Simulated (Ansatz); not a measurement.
Reaction (atomization): `C#C/N=C/O` → 3 C• + 3 H• + N• + O•

Computed with Ansatz on PBE0-D4/def2-TZVP structures; ΔE is electronic, products minus reactants. CBS: MP2 limit from def2 TZ/QZ plus the TZ coupled-cluster correction, frozen cores. This one scheme is used for every species, atoms too. DFT in def2-TZVPP. No spin–orbit coupling; open shells (•) take unrestricted orbitals. Spin–orbit coupling would lower the free atoms: a little for C, O. Each species was taken in one conformer, which may not be the lowest.

```tsv
level	ΔE (eV)
r2SCANh	35.98
CCSD(T)/def2-SVP	34.24
```

Task: What does CCSD(T)/CBS give? (Best estimate.)

Result: The calculation gave: +36.13 eV. The listed levels differ from it by -0.15, -1.89 eV.

Largest T1 diagnostic among the species: 0.015.

The D4 term adds +0.21 eV with B3LYP and +0.11 eV with PBE0; it sums over pairs of atoms, weighted by their polarisabilities, and B3LYP, whose exchange is more repulsive, gets the larger term. Leaving LDA and LC-ωPBE aside and taking each functional with its dispersion term where it has one, the values, not all of them listed here, spread over 3.73 eV, from BHLYP-D4 to PBE-D4. LDA lies +5.19 eV from PBE without D4, its usual overbinding. At CCSD(T), def2-SVP lies −1.89 eV from the extrapolated value and def2-TZVPP −1.14 eV: correlation converges slowly with the basis, and small sets miss more of it in the bonded molecule than in its fragments.

B3LYP here is the variant with VWN-RPA as its local correlation; programs differ in this.

For atomizations the MP2-based limit and the directly extrapolated one differ by several kJ/mol either way, and by 10 to 25 for some Ge, Se and Sn compounds, so smaller differences from it don't rank the levels.
